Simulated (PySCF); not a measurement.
Other spins and charges of Al–CH₂, quartet at one geometry

Geometry (PBE0/def2-TZVP stationary point for this spin, not checked as a minimum):

```xyz
4

Al    0.0000    0.0000    0.6950
C     0.0000    0.0000   -1.2528
H     0.0000    0.9163   -1.8387
H     0.0000   -0.9163   -1.8387
```

Basis cc-pVDZ; PySCF 2.14.0. Only valence electrons are correlated (noble-gas cores frozen). Prefix R: restricted or restricted open-shell reference; prefix U: unrestricted.

Gaps are energies of the second state less the first, at fixed atoms, for a selection of the levels run; mean-field and cluster levels share one orbital occupation for each state, and full CI takes the lowest of the symmetries tried.

Q: PBE gives 5.909 eV for removing an electron, to the triplet. Estimate what RCCSDT gives in cc-pVDZ.

A: RCCSDT in cc-pVDZ gives 5.810 eV, so against it PBE is off by 0.099 eV, of which a good part can be the reference's own basis and frozen-core error.

```csv
level,gap (eV),error (meV)
RHF,5.678,-132
UHF,5.600,-210
RMP2,5.783,-27
RCCSD(T),5.808,-2
UCCSD(T),5.808,-2
UCCSDT,5.809,-1
B97M-V,5.744,-66
PBE0,5.960,150
B3LYP,5.830,20
wB97M-V,5.582,-228
```

Q: PBE gives 12.211 eV for removing an electron, to the quintet. Estimate what RCCSDT gives in cc-pVDZ.

A: RCCSDT in cc-pVDZ gives 11.843 eV, so against it PBE is off by 0.368 eV, of which a good part can be the reference's own basis and frozen-core error.

```csv
level,gap (eV),error (meV)
RHF,10.614,-1229
UHF,10.634,-1209
RMP2,11.717,-126
UMP2,11.704,-139
RCCSD,11.769,-74
UCCSD,11.771,-72
RCCSD(T),11.834,-9
UCCSD(T),11.833,-10
UCCSDT,11.842,-1
r2SCAN,11.997,154
PBE0,12.128,285
B3LYP,12.265,422
wB97M-V,12.205,362
B2PLYP,12.072,229
```

Sextet less quartet: 6.161 eV at RCCSDT.

| level | gap (eV) | error (meV) |
| --- | --- | --- |
| UHF | 5.138 | -1023 |
| RCCSD | 6.087 | -74 |
| UCCSD | 6.089 | -72 |
| UCCSD(T) | 6.151 | -10 |
| UCCSDT | 6.161 | 0 |
| PBE | 6.534 | 373 |
| r2SCAN | 6.204 | 43 |
| PBE0 | 6.392 | 231 |
| wB97M-V | 6.772 | 611 |
| B2PLYP | 6.572 | 411 |

Q: PBE gives -1.864 eV for doublet less quartet. Estimate what RCCSDT gives in cc-pVDZ.

A: RCCSDT in cc-pVDZ gives -1.974 eV, so against it PBE is off by 0.110 eV, of which a good part can be the reference's own basis and frozen-core error.

| level | gap (eV) | error (meV) |
| --- | --- | --- |
| RMP2 | -1.775 | 199 |
| UMP2 | -1.777 | 197 |
| RCCSD | -1.976 | -2 |
| UCCSD | -1.973 | 1 |
| RCCSD(T) | -1.975 | -1 |
| r2SCAN | -1.686 | 288 |
| B97M-V | -2.111 | -137 |
| PBE0 | -1.837 | 137 |
| B3LYP | -2.075 | -101 |

In so small a basis the reference is far from its limit while semilocal and hybrid functionals are nearer theirs (RPA and double hybrids share part of the reference's basis error), so the functionals' errors here hold much of the reference's basis and frozen-core error, which can add to them or hide them.

Full CI isn't at hand for all of this; RCCSDT serves as the reference. It lacks quadruple excitations, which often exceed the step from CCSD(T) to CCSDT. The frozen core follows each run's orbitals, which can shift R against U totals by a few meV.
